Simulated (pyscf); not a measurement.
`[B][OH]` [singlet] + `[H][H]` -> `[BH]` [singlet] + `[OH2]`, a four-centre exchange (singlet surface; B–O, H–H broken, B–H, H–O formed). PySCF, gas phase, ωB97X-D3(BJ)/def2-SVP geometries. Energies in kcal/mol from the separated reactants.

Small-basis levels: PySCF, no dispersion term, spherical d functions. 

Task: In single points HF/STO-3G puts the saddle at 100.1 kcal/mol and the reaction energy at +70.2 kcal/mol. Should these be trusted to within a few kcal/mol? Compare with ωB97M-D3(BJ)/def2-TZVP.

Result: ωB97M-D3(BJ)/def2-TZVP gives ΔE‡ = 70.0 kcal/mol and ΔE = +61.9 kcal/mol. HF/STO-3G lies 30.1 kcal/mol over it in the barrier and 8.3 kcal/mol over it in the reaction energy, so on this step it does not hold to within 3.0 kcal/mol. ωB97M-D3(BJ)/def2-TZVP has limits of its own. On the product side the descent ends in an adduct with a B–O contact, 12.7 kcal/mol under the separated species and 21.5 kcal/mol under the saddle at ωB97X-D3(BJ)/def2-TZVP. What is counted as broken (B–O) persists as a longer contact in the product adduct; parting that adduct is a step of its own. The same reactants have a lower exit, to H₂B–OH (barrier +37.0 kcal/mol at ωB97M-D3(BJ)/def2-TZVP, against +70.0 kcal/mol here). B–OH [singlet] lies 44.5 kcal/mol over its isomer HB=O (electronic energy, ωB97M-D3(BJ)/def2-TZVP). This is the saddle that the search found; another between the same sides may lie lower.
